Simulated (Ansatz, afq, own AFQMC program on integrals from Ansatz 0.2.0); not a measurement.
BGeH₆, doublet in cc-pVDZ, levels against CCSDT(Q)

```xyz
8

Ge   -0.4477    0.0000    0.0000
H    -0.9592    1.4466    0.0000
H    -0.9592   -0.7233    1.2528
H    -0.9592   -0.7233   -1.2528
H     1.2273    0.0000    0.0000
B     2.5853    0.0000    0.0000
H     3.0943    0.0000    1.0770
H     3.0943    0.0000   -1.0770
```

Basis cc-pVDZ. Only valence electrons are correlated. AFQMC by an in-house program on the Cholesky factors that Ansatz 0.2.0 writes for its CCSD(T) run. ph-AFQMC/CISD is guided by a CISD state made of CCSD amplitudes; releasing the constraint for a short imaginary time cuts its bias at the price of noise, slowly where states lie close. ± is one standard error of the sampling. No spin–orbit coupling.

Determinant: UHF, the one that the program's search chose, which needn't be the lowest solution. The geometry is a point of a scan.

No full CI on the walks' own integrals is used here; CCSDT(Q) serves as the reference and is uncertain by about the last step of the cluster series.

Cautions: no relativity below Rb; no spin-orbit coupling; inner d shell frozen.

```
T1 diagnostic                               : 0.0115
weight of the determinant in the CISD state : 0.874
⟨S²⟩ of the determinant                     : 0.767
size of the correlated space                : 13 electrons in 56 orbitals
```

Reference: CCSDT(Q), correlation energy -6.829 eV. The released energy is read at 2.40 1/Eh (meV from the phaseless value at times in 1/Eh: -3.2 ± 2.2 at 0.24, -5.2 ± 1.9 at 0.51, -6.1 ± 2.1 at 0.99, -4.4 ± 2.2 at 1.62, -4.1 ± 2.4 at 2.40).

```csv
level,E − E(reference) (kcal/mol),share of correlation (%)
HF,157.47,0.00
MP2,35.02,77.76
CCSD,3.90,97.53
CCSD(T),0.80,99.49
CCSDT,0.10,99.94
ph-AFQMC/CISD,0.09 ± 0.05,99.94
released AFQMC,0.00 ± 0.06,100.00
```

A walk keeps the symmetry of its determinant, which the program's search chose and which needn't be the lowest solution, so a lower state of the same spin and another symmetry isn't excluded. Released energies are given only where the last usable release times agree within the noise; a slower fall can still hide under it.
